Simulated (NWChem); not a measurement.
System meant: F, doublet

NWChem input:

```
start job
memory heap 200 mb stack 900 mb global 1100 mb
geometry units angstroms noautoz
  F      0.000000     0.000000     0.000000
end
basis spherical
  * library def2-svp
end
dft
  odft
  mult 3
  xc b3lyp
  iterations 150
  mulliken
end
task dft energy
```

End of the output:

```
            Nuclear Dipole moment (a.u.)
            ----------------------------
        X                 Y               Z
 ---------------- ---------------- ----------------
     0.0000000000     0.0000000000     0.0000000000

            XYZ format geometry
            -------------------
     1
 geometry
 F                     0.00000000     0.00000000     0.00000000

 Summary of "ao basis" -> "" (spherical)
 ------------------------------------------------------------------------------
       Tag                 Description            Shells   Functions and Types
 ---------------- ------------------------------  ------  ---------------------
 *                          def2-svp                  on all atoms

                                 NWChem DFT Module
                                 -----------------

 Summary of "ao basis" -> "ao basis" (spherical)
 ------------------------------------------------------------------------------
       Tag                 Description            Shells   Functions and Types
 ---------------- ------------------------------  ------  ---------------------
 F                          def2-svp                 6       14   3s2p1d

 Summary of "ao basis" -> "ao basis" (spherical)
 ------------------------------------------------------------------------------
       Tag                 Description            Shells   Functions and Types
 ---------------- ------------------------------  ------  ---------------------
 F                          def2-svp                 6       14   3s2p1d

  number of electrons :                    9
  multiplicity        :                    3
 ------------------------------------------------------------------------
  no. of electrons and multiplicity not compatible                   9
 ------------------------------------------------------------------------
 ------------------------------------------------------------------------
  current input line :
    16: task dft energy
 ------------------------------------------------------------------------
 ------------------------------------------------------------------------
 There is an error in the input file
 ------------------------------------------------------------------------
 For more information see the NWChem manual at https://nwchemgit.github.io

0: no. of electrons and multiplicity not compatible:Received an Error in Communication
```

### Question
Find the fault in this run and fix the input.

### Answer
The program refused the input. Cause: the multiplicity doesn't fit the number of electrons (an even count wants an odd multiplicity, and the reverse). This input runs:
```
start job
memory heap 200 mb stack 900 mb global 1100 mb
geometry units angstroms noautoz
  F      0.000000     0.000000     0.000000
end
basis spherical
  F library def2-svp
end
dft
  odft
  mult 2
  xc b3lyp
  iterations 150
  mulliken
end
task dft energy
```
It converges to -99.64046 Ha (B3LYP/def2-SVP, spin-unrestricted).
